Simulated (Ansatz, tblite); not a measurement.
**The cluster Na₂O+: rung by rung**

One table from this session's results is given with a row withheld; the runs are named, their logs left out.

Program: Ansatz 0.2.0, Gaussian basis. Level of theory: as each input shows. These are calculated values, not measurements.

Levels to be run: GFN1-xTB, GFN2-xTB, PBE-D4/def2-TZVP, r2SCAN-D4/def2-TZVP, r2SCANh-D4/def2-TZVP, LDA/def2-TZVP, PBE-QIDH/def2-TZVP, HSE06-D4/def2-TZVP, BLYP-D4/def2-TZVP, PBE-D4/def2-SVP, PBE0-D4/def2-SVP, HF/6-31G, B3LYP-D4/6-31G, CCSD(T)/def2-TZVPP, MP2/def2-TZVP, RPA/def2-TZVP.

### The relaxed structure

The geometry is that of the doublet, from an earlier relaxation (PBE0-D4/def2-TZVP). At that level it is the lowest of the isomers that a small search found.

3 atoms, charge 1, spin multiplicity 2.

Bond lengths: Na1–O3 2.125 Å, Na2–O3 2.125 Å. Angles: Na1–O3–Na2 180.0°.

As a file:

```xyz
3
Na2O
Na    0.3864    1.5577   -1.3932
Na   -0.3864   -1.5577    1.3932
O     0.0000    0.0000    0.0000
```

The ion is computed in the gas phase, without counter-ions or solvent.

PBE0-D4/def2-TZVP was run before; its log isn't repeated, and its numbers join the tables.

Set-up of the first run:

Tight binding, by tblite at 300 K electronic temperature and without a spin-polarisation term:

```python
tblite.interface.Calculator('GFN1-xTB', numbers, positions, charge=1, uhf=1).singlepoint()
```

Tight binding, by tblite at 300 K electronic temperature and without a spin-polarisation term:

```python
tblite.interface.Calculator('GFN2-xTB', numbers, positions, charge=1, uhf=1).singlepoint()
```

start.molden holds the orbitals of an earlier run on this state, given as this run's starting guess.

File in.yaml:

```yaml
crystal:
  periodic: [false, false, false]
  atoms:
    - {symbol: Na, position_ang: [0.386406, 1.557696, -1.393152]}
    - {symbol: Na, position_ang: [-0.386396, -1.557688, 1.393184]}
    - {symbol: O, position_ang: [-0.000010, -0.000008, -0.000022]}
basis:
  gaussian: {orbitals: def2-TZVP, initial_orbitals: start.molden}
total_charge: 1
magnetization: {spin_polarized: true, initial_magnetization: 1}
hamiltonian: {xc: pbe, dispersion: d4}
scf: {omitted_lower_state_checks: [starts]}
output: {orbitals: {seedname: orbitals}}
```

Launch:

```bash
> ansatz run in.yaml --threads 4 --pin off --events-out ev --progress --plain --max-ram 3916MiB
```

Steps of the session up to this table: PBE-D4/def2-TZVP; r2SCAN-D4/def2-TZVP; r2SCANh-D4/def2-TZVP; LDA/def2-TZVP; PBE-QIDH/def2-TZVP; HSE06-D4/def2-TZVP; BLYP-D4/def2-TZVP; PBE-D4/def2-SVP; PBE0-D4/def2-SVP; HF/6-31G; B3LYP-D4/6-31G; CCSD(T)/def2-TZVPP; MP2/def2-TZVP; RPA/def2-TZVP.

One of the session's tables, all rows but one given; the rest of the session is left out.

It belongs to the step «Levels side by side». 

```
               level  HOMO (eV)  LUMO (eV)  gap (eV)
            HF/6-31G     -14.13      -3.14     10.99
       LDA/def2-TZVP      -9.26      -9.12      0.13
     PBE-D4/def2-SVP      -8.89      -8.16      0.74
    PBE-D4/def2-TZVP      -9.13      -8.33      0.81
   BLYP-D4/def2-TZVP      -9.13      -8.42      0.71
 r2SCAN-D4/def2-TZVP          ?          ?         ?
r2SCANh-D4/def2-TZVP      -9.89      -6.55      3.33
      B3LYP-D4/6-31G      -9.88      -6.40      3.48
    PBE0-D4/def2-SVP     -10.40      -6.01      4.39
   PBE0-D4/def2-TZVP     -10.65      -6.20      4.45
  HSE06-D4/def2-TZVP     -10.23      -6.60      3.62
```

Q: Estimate the row for r2SCAN-D4/def2-TZVP from the others.

As computed: HOMO (eV): -9.29; LUMO (eV): -7.26; gap (eV): 2.03. In the column «HOMO (eV)» it lies between B3LYP-D4/6-31G (-9.88) and LDA/def2-TZVP (-9.26).
